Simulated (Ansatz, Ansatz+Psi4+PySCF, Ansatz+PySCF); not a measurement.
```yaml
atoms:
  - { symbol: C, position_ang: [-0.0088, -0.0049, -1.0963] }
  - { symbol: C, position_ang: [0.0064, 0.1783, 0.1993] }
  - { symbol: C, position_ang: [0.0038, 0.0365, 1.5173] }
  - { symbol: N, position_ang: [0.0034, -0.0436, 2.6860] }
  - { symbol: H, position_ang: [-0.0099, -1.0010, -1.5261] }
  - { symbol: H, position_ang: [0.0057, 0.8413, -1.7933] }
```

Basis set: cc-pVTZ (spherical functions). Correlated methods keep 4 orbitals frozen. Correlation on ROHF uses semicanonical orbitals with singles. Charge 0, multiplicity 2.

Computed with Ansatz (development build ahead of 0.2.0); each method stands on the lowest determinant of its kind that the runs found.

The atomization energy at this shape (free ground-state atoms in the same class of orbitals less the molecule, no zero-point energy) of doublet C₃H₂N:

| method | atomization energy |
| --- | --- |
| ROHF-MP2 | 647.13 kcal/mol |

Task: What does UHF-MP2 give?

Result: 619.98 kcal/mol. Caution: forces differ strongly between restricted and unrestricted references. Caution for ROHF-MP2: an unrestricted determinant lies well below. Caution for UHF-MP2: the unrestricted determinant is spin contaminated.
